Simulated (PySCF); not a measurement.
## Basis-set dependence of SiN at PBE0

PySCF, UKS reference; doublet, unpaired electrons σ ↑; De to Si + N without counterpoise correction.

```csv
basis,relativity,functions,Re (Å),ωe (cm⁻¹),De (eV),μ (D)
def2-SVP,no relativity,32,1.575,1196,4.27,-2.31
cc-pV(D+d)Z/cc-pVDZ,no relativity,37,1.570,1179,4.22,-2.36
x2c-TZVPPall,spin-free X2C,73,1.563,1195,4.44,-2.66
```

**Question.** How does each smaller set differ from the one with most functions, x2c-TZVPPall?

**Answer.** def2-SVP: +1.2 pm, +0.1 % in ωe, -0.17 eV in De; cc-pV(D+d)Z/cc-pVDZ: +0.7 pm, -1.3 % in ωe, -0.22 eV in De. All at PBE0; the set with most functions is neither the basis-set limit nor always the best. The rows treat relativity differently, so the differences are not basis effects alone.

A positive dipole means Si(−)N(+). The state is the lowest determinant that a PBE0 search found; another state may lie lower at other levels.
